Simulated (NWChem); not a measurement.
C4H9, doublet; SMILES C[C](C)C

Not confirmed as a minimum by frequencies.

Give the equilibrium geometry at PBE0/def2-SVP, spin-unrestricted (NWChem) as a list of bonds and angles, with the point group.

point group C3v; any orientation.
Bond lengths (Å): C1–C2 1.490, C1–H5 1.112, C1–H6 1.102, C1–H7 1.102, C2–C3 1.490, C2–C4 1.490, C3–H8 1.112, C3–H9 1.102, C3–H10 1.102, C4–H11 1.112, C4–H12 1.102, C4–H13 1.102. Angles (°): C2–C1–H5 112.0, C2–C1–H6 111.9, C2–C1–H7 111.9, H5–C1–H6 106.3, H5–C1–H7 106.3, H6–C1–H7 108.2, C1–C2–C3 118.9, C1–C2–C4 118.9, C3–C2–C4 118.9, C2–C3–H8 111.9, C2–C3–H9 111.9, C2–C3–H10 111.9, H8–C3–H9 106.3, H8–C3–H10 106.3, H9–C3–H10 108.2, C2–C4–H11 112.0, C2–C4–H12 111.9, C2–C4–H13 111.9, H11–C4–H12 106.3, H11–C4–H13 106.3, H12–C4–H13 108.2.
